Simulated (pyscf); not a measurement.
PySCF, gas phase, ωB97X-D3(BJ)/def2-SVP geometries. Correlated levels are frozen-core, on RHF or UHF. ΔMP2 is the change of the MP2 total energy from the triple- to the quadruple-zeta basis.

Question: Estimate by transition-state theory the rate constant of H₂B–OH + hydrogen fluoride (HF) -> H₂B–F + water (H₂O) (singlet surface; B–O, F–H broken, B–F, H–O formed) at 600 K, with CCSD(T)/def2-TZVPP + ΔMP2(QZVPP) energies (ideal gas, 1 atm, RRHO with modes under 100 cm⁻¹ raised to 100, one conformer, R ln 2 for chiral ones without a mode under 150 cm⁻¹; no tunnelling).

Answer: The electronic barrier is 13.1 kcal/mol and the thermal terms add +19.6, so ΔG‡ = 32.7 kcal/mol. With k_BT/h = 1.25e+13 s⁻¹ and RT = 1.192 kcal/mol, and a volume of 8.18e-20 cm³ per molecule at 1 atm, k = 1.2e-18 cm³ molecule⁻¹ s⁻¹. Wigner's tunnelling factor for 914i cm⁻¹ would be 1.20. A shift of 1 kcal/mol in the barrier changes k by a factor 2.3. On the reactant side the descent ends in a complex (not fully relaxed), 7.2 kcal/mol under the separated species and 18.0 kcal/mol under the saddle at ωB97X-D3(BJ)/def2-TZVP. On the product side the descent ends in an adduct with a B–O contact, 10.7 kcal/mol under the separated species and 21.9 kcal/mol under the saddle at ωB97X-D3(BJ)/def2-TZVP. What is counted as broken (B–O) persists as a longer contact in the product adduct; parting that adduct is a step of its own. At ωB97X-D3(BJ) the barrier from the zero used here is 10.8 kcal/mol. This is the saddle that the search found; another between the same sides may lie lower. The CCSD(T) − MP2 part came from Ansatz, without density fitting, on the same reference.
